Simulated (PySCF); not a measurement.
**A workflow on BH2F (SMILES BF)**

Aim: a geometry optimisation (XLYP-D3(0)/def2-SVP), then vibrational wavenumbers, then the energy (NEVPT2(10,10)/6-31G**), then the vertical excitations (TD-M06-L/TZP) of BH2F. 

The results are computed with PySCF 2.14.0.

## Step 1: The structure to begin with

The species is BH2F (4 atoms), meant as a singlet with charge 0. As SMILES, `BF`. All atoms were displaced at random from a relaxed shape. The run starts from this shape.

Bond lengths: B1–F2 1.284 Å, B1–H3 1.151 Å, B1–H4 1.278 Å. Angles: F2–B1–H3 125.6°, F2–B1–H4 114.1°, H3–B1–H4 119.5°.

## Step 2: A geometry optimisation at XLYP-D3(0)/def2-SVP (density fitting with cc-pvdz-jkfit) (run 1)

The input, job.py:

```python
# BF
from pyscf import gto, dft
from pyscf.geomopt.geometric_solver import kernel as optimise

molecule = gto.M(
    atom='B -0.054171 0.011538 0.023802; F 1.115908 -0.207639 0.505681; H -0.998866 -0.604257 0.252287; H -0.075385 0.866551 -0.925783',
    spin=0,
    basis='def2-svp',
    max_memory=1860,
    verbose=3,
)

calc0 = dft.RKS(molecule)
calc0.xc = 'xlyp'
calc0 = calc0.density_fit(auxbasis='cc-pvdz-jkfit')
calc0.disp = 'd3zero'
converged, mol_eq = optimise(calc0, maxsteps=100)
print('converged:', converged)
print(mol_eq.tostring())

calc0.reset(mol_eq)
molecule = mol_eq
calc0.kernel()
e_final = calc0.e_tot
print('E(%s) = %.9f' % ('XLYP', e_final))
```

Run with:

```
$ OMP_NUM_THREADS=1 python job.py
```

The program printed:

```text
maxiter                   100
[... 38 lines left out ...]
WARN: Mole.unit (angstrom) is changed to Bohr
[... 39 lines left out ...]
converged SCF energy = -125.884976169568
[... 75 lines left out ...]
converged SCF energy = -125.888703909797
[... 76 lines left out ...]
converged SCF energy = -125.888701896759
[... 67 lines left out ...]
Converged! =D
[... 1 line left out ...]
converged: True
B          -0.04914097        0.05218785       -0.06419545
F           1.12429562       -0.14938336        0.52785017
H          -0.99067542       -0.62099797        0.30417731
H          -0.10252943        0.89884962       -0.93380986
converged SCF energy = -125.88870424098
E(XLYP) = -125.888704241
```

Run time: 38 s. Hardware: 1 thread of Intel Xeon at 2.50GHz (Skylake/Cascade Lake), shared host; peak memory 0.35 GiB.

Step by step:

```
step  energy from the first frame kept (eV)  largest force (eV/Å)
   0                                 0.0000                3.6929
   1                                -0.1081                1.1993
   2                                -0.1017                1.8965
   3                                -0.1734                0.7082
   4                                -0.1956                0.4055
   5                                -0.2029                0.0924
   6                                -0.2031                0.0331
   7                                -0.2031                0.0196
   8                                -0.2031                0.0453
   9                                -0.2031                0.0618
  10                                -0.2031                0.0562
  11                                -0.2031                0.0471
  12                                -0.2031                0.0345
  13                                -0.2031                0.0178
```

After the run. Bond lengths: B1–F2 1.330 Å, B1–H3 1.215 Å, B1–H4 1.215 Å. Angles: F2–B1–H3 117.7°, F2–B1–H4 117.6°, H3–B1–H4 124.7°.

## Step 3: Vibrational wavenumbers at XLYP-D3(0)/def2-SVP (density fitting with cc-pvdz-jkfit) (run 2)

The input, calc.py:

```python
from pyscf import gto, dft, symm
from pyscf.hessian import thermo

system = gto.M(
    atom='B -0.668982 0.114917 -0.337528; F 0.504455 -0.086654 0.254517; H -1.609588 -0.559714 0.030946; H -0.723355 0.960463 -1.208006',
    verbose=3,
    max_memory=1860,
    charge=0,
    basis='def2-svp',
    spin=0,
)

mf = dft.RKS(system)
mf.xc = 'xlyp'
mf = mf.density_fit(auxbasis='cc-pvdz-jkfit')
mf.disp = 'd3zero'
mf.kernel()

energy = mf.e_tot
print('E(%s) = %.9f' % ('XLYP', energy))
hess = mf.Hessian().kernel()
modes = thermo.harmonic_analysis(system, hess)
thermo.dump_normal_mode(system, modes)
symm.geom.TOLERANCE = 1e-3  # for the symmetry number
th = thermo.thermo(mf, modes['freq_au'], 298.15, 101325)
thermo.dump_thermo(system, th)
```

Run with:

```
$ OMP_NUM_THREADS=1 python calc.py
```

The program printed:

```text
converged SCF energy = -125.888704554923
E(XLYP) = -125.888704555

WARN: DFTD3 does not support analytical Hessian, using finite difference

WARN: Mole.unit (angstrom) is changed to Bohr

[... 36 lines left out ...]
Gibbs free energy [Eh] -125.88802
```

It took 16 s on 1 thread of Intel Xeon at 2.50GHz (Skylake/Cascade Lake), shared host; peak memory 0.45 GiB.

## Step 4: A single-point energy at NEVPT2(10,10)/6-31G(d,p) (spherical functions) (run 3)

The input, calc.py:

```python
from pyscf import gto, scf, mcscf, mrpt

mol = gto.M(
    atom='''
B       -0.049141       0.052188      -0.064195
F        1.124296      -0.149383       0.527850
H       -0.990675      -0.620998       0.304177
H       -0.102529       0.898850      -0.933810
''',
    basis='6-31g**',
    max_memory=1860,
    verbose=4,
    charge=0,
)

mf = scf.RHF(mol)
mf.kernel()

cas = mcscf.CASSCF(mf, 10, 10)
cas.fix_spin_(ss=0.0)
cas.natorb = True
cas.kernel()
e_pt2 = mrpt.NEVPT(cas).kernel()
etot = cas.e_tot + e_pt2
print('E(%s) = %.9f' % ('NEVPT2', etot))
dip = mf.dip_moment()
pop, q = mf.mulliken_pop()
```

Run with:

```
$ OMP_NUM_THREADS=1 python calc.py
```

The program printed:

```text
PySCF version 2.14.0

[... 78 lines left out ...]
sorting_mo_energy = False
[... 32 lines left out ...]
Natural orbital (expansion on meta-Lowdin AOs) in CAS space
[... 39 lines left out ...]
Natural orbital (expansion on meta-Lowdin AOs) in CAS space
[... 41 lines left out ...]
Dipole moment(X, Y, Z, Debye): -0.81127,  0.13612, -0.40948
[... 43 lines left out ...]
charge of    3H =     -0.11892
```

It took 67 s on 1 thread of Intel Xeon at 2.50GHz (Skylake/Cascade Lake), shared host; peak memory 0.17 GiB.

## Step 5: The excited states at TD-M06-L/TZP (sfX2C, spin of roots singlet) (run 4)

The input, input.py:

```python
from pyscf import gto, dft, tdscf

system = gto.M(
    atom=[
    ('B', (-0.049141, 0.052188, -0.064195)),
    ('F', (1.124296, -0.149383, 0.527850)),
    ('H', (-0.990675, -0.620998, 0.304177)),
    ('H', (-0.102529, 0.898850, -0.933810)),
],
    verbose=3,
    spin=0,
    max_memory=1860,
    basis='tzp',
)

mf = dft.RKS(system, xc='m06-l')
mf = mf.x2c()
mf.kernel()

e_tot = mf.e_tot
print(f'total energy: {e_tot:.8f} hartree')

td = tdscf.TDDFT(mf)
td.nstates = 3
td.kernel()
td.analyze()
roots = td.e * 27.211386
osc = td.oscillator_strength()
print('state   eV      nm      f')
for i, (w, f) in enumerate(zip(roots, osc), 1):
    print('%3d %9.4f %8.1f %9.5f' % (i, w, 1239.842 / w, f))
```

Run with:

```
$ OMP_NUM_THREADS=1 python input.py
```

The program printed:

```text
converged SCF energy = -126.043547439931
total energy: -126.04354744 hartree
Excitation energies (eV)
[ 6.36746402  9.78203189 10.02754402]

** Singlet excitation energies and oscillator strengths **
state   eV      nm      f
  1    6.3675    194.7   0.00000
  2    9.7820    126.7   0.08715
  3   10.0275    123.6   0.00000
```

Wall time 1.8 min (1 thread of Intel Xeon at 2.50GHz (Skylake/Cascade Lake), shared host); peak memory 0.5 GiB.

The roots found:

```
excited state  energy (eV)  strength
            1        6.367    0.0000
            2        9.782    0.0872
            3       10.028    0.0000
```

## Step 6: Results

```
                                                                             quantity             value
                                  run 1, XLYP-D3(0)/def2-SVP: total energy at the end     -125.88870 Eh
                                            run 1, XLYP-D3(0)/def2-SVP: dipole moment            0.44 D
                                              run 1, XLYP-D3(0)/def2-SVP: HOMO energy          -7.60 eV
                                              run 1, XLYP-D3(0)/def2-SVP: LUMO energy          -2.02 eV
                                            run 1, XLYP-D3(0)/def2-SVP: HOMO–LUMO gap           5.57 eV
                                        run 1, XLYP-D3(0)/def2-SVP: dispersion energy      -3.58 kJ/mol
                               run 2, XLYP-D3(0)/def2-SVP: lowest harmonic wavenumber         1025 cm⁻¹
                              run 2, XLYP-D3(0)/def2-SVP: highest harmonic wavenumber         2610 cm⁻¹
                                        run 2, XLYP-D3(0)/def2-SVP: zero-point energy       58.1 kJ/mol
run 2, XLYP-D3(0)/def2-SVP: ideal-gas entropy at 298.15 K (symmetry number 2 as used)  53.2 cal/(mol K)
                                           run 3, NEVPT2(10,10)/6-31G**: total energy     -125.57162 Eh
                   run 3, NEVPT2(10,10)/6-31G**: dipole moment (Hartree–Fock density)            0.92 D
                    run 3, NEVPT2(10,10)/6-31G**: HOMO energy (Hartree–Fock orbitals)         -13.10 eV
                    run 3, NEVPT2(10,10)/6-31G**: LUMO energy (Hartree–Fock orbitals)           3.22 eV
                  run 3, NEVPT2(10,10)/6-31G**: HOMO–LUMO gap (Hartree–Fock orbitals)          16.32 eV
                               run 4, TD-M06-L/TZP: ground-state or mean-field energy     -126.04355 Eh
                         run 4, TD-M06-L/TZP: dipole moment (M06-L Kohn–Sham density)            0.58 D
                          run 4, TD-M06-L/TZP: HOMO energy (M06-L Kohn–Sham orbitals)          -8.08 eV
                          run 4, TD-M06-L/TZP: LUMO energy (M06-L Kohn–Sham orbitals)          -1.74 eV
                        run 4, TD-M06-L/TZP: HOMO–LUMO gap (M06-L Kohn–Sham orbitals)           6.34 eV
                                run 4, TD-M06-L/TZP: lowest singlet excitation energy           6.37 eV
```

The optimisation (run 1, XLYP-D3(0)/def2-SVP) took 13 steps and changed the energy by -0.203 eV. Mulliken charges (run 1, XLYP-D3(0)/def2-SVP) run from -0.06 on H4 to +0.16 on B1; they depend strongly on the basis. All 6 modes (run 2, XLYP-D3(0)/def2-SVP) are real, so the shape is a minimum at this level. Mulliken charges (run 2, XLYP-D3(0)/def2-SVP) run from -0.06 on H3 to +0.16 on B1; they depend strongly on the basis. The brightest of the 3 transitions from the ground state lies at 9.78 eV (127 nm, f = 0.087); the lowest, at 6.37 eV, has f = 0.000. The basis has no diffuse functions, so Rydberg states are missing or pushed up, and the true lowest state may lie lower.
